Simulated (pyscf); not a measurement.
This saddle point was located with ωB97X-D3(BJ)/def2-SVP in PySCF.

```xyz
9

P      0.0948     1.2229    -0.5735
H      0.4768    -0.2619     0.3333
H      1.3725     1.5531    -0.0467
H      0.5009     0.3621    -1.6287
Si    -1.1404    -0.0685     1.0793
H      0.2238    -1.0293     1.0504
H     -1.5542    -0.8831    -0.1172
H     -0.3529     0.7569     2.0616
H     -2.5102     0.0751     1.7266
```

Surface: singlet, charge 0. Lowest wavenumbers (cm⁻¹): 1411i, 275, 291, 463, 476.

**Question.** Which two sides does it connect, and which bonds change?

**Answer.** PH₃ (SMILES P) + SiH₄ (SMILES [SiH4]) <-> H₃Si–PH₂ (SMILES [SiH3]P) + H₂ (SMILES [H][H]), a four-centre exchange read from left to right: H–P, H–Si broken and P–Si, H–H formed. At ωB97M-D3(BJ)/def2-TZVP it lies +70.6 kcal/mol from the left side and +69.2 kcal/mol from the right (each side as separated species at their lowest minima found). This is the saddle that the search found; another between the same sides may lie lower.
